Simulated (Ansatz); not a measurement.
Input file:

```yaml
crystal:
  periodic: [false, false, false]
  atoms:
    - {symbol: Al, position_ang: [-0.745768, 0.000000, 0.879055]}
    - {symbol: Al, position_ang: [0.736486, 0.000000, -0.957923]}
    - {symbol: H, position_ang: [0.248453, 0.000000, 2.111206]}
basis:
  gaussian: {orbitals: 6-31G}
magnetization: {spin_polarized: true, initial_magnetization: 3}
correlation: {method: ccsdt_q, electrons: outside_noble_gas}
```

```sh
$ ansatz run in.yaml --threads 1 --pin off --events-out ev --progress --plain --max-ram 2393MiB
```

(1) Roughly how long does this take on 1 thread of Arm Neoverse V1, shared host, and how much host memory?

```
556 factors; integrals over basis functions are off by at most 1.9e-7 eV
mean field evaluation 1: about -13176.8672 eV, gradient 5.1e0 eV
mean field evaluation 2: about -13176.8847 eV, gradient 5.2e0 eV
mean field evaluation 4: about -13177.6583 eV, gradient 1.0e0 eV
mean field evaluation 8: about -13177.7650 eV, gradient 1.7e-1 eV
mean field evaluation 16: about -13177.4260 eV, gradient 2.4e0 eV
mean field evaluation 32: about -13176.9510 eV, gradient 3.3e0 eV
mean field evaluation 64: about -13176.4602 eV, gradient 7.2e-1 eV
mean field evaluation 96: about -13174.9143 eV, gradient 9.6e-2 eV
mean field evaluation 128: about -13176.3340 eV, gradient 1.4e0 eV
mean field evaluation 160: about -13175.6347 eV, gradient 1.3e-2 eV
...
cycle  10  -1.82525269 eV  change    1.0e-4 eV  update   2.6e-4
cycle  11  -1.82531964 eV  change   -6.7e-5 eV  update   1.2e-4
cycle  12  -1.82537858 eV  change   -5.9e-5 eV  update   5.1e-5
cycle  13  -1.82538571 eV  change   -7.1e-6 eV  update   2.7e-5
cycle  14  -1.82535772 eV  change    2.8e-5 eV  update   1.4e-5
cycle  15  -1.82534821 eV  change    9.5e-6 eV  update   6.3e-6
cycle  16  -1.82534877 eV  change   -5.6e-7 eV  update   3.7e-6
cycle  17  -1.82535155 eV  change   -2.8e-6 eV  update   2.2e-6
cycle  18  -1.82535247 eV  change   -9.2e-7 eV  update   1.3e-6
cycle  19  -1.82535211 eV  change    3.6e-7 eV  update   6.5e-7
perturbative correction -0.00268858 eV, -0.0000988036 hartree
Total energy: -13179.59704876 eV, -484.3412580901 hartree
```

For the same geometry and basis full CI lies 0.7 meV lower.

Answers

(1) 2.6 s wall and 0.09 GiB.
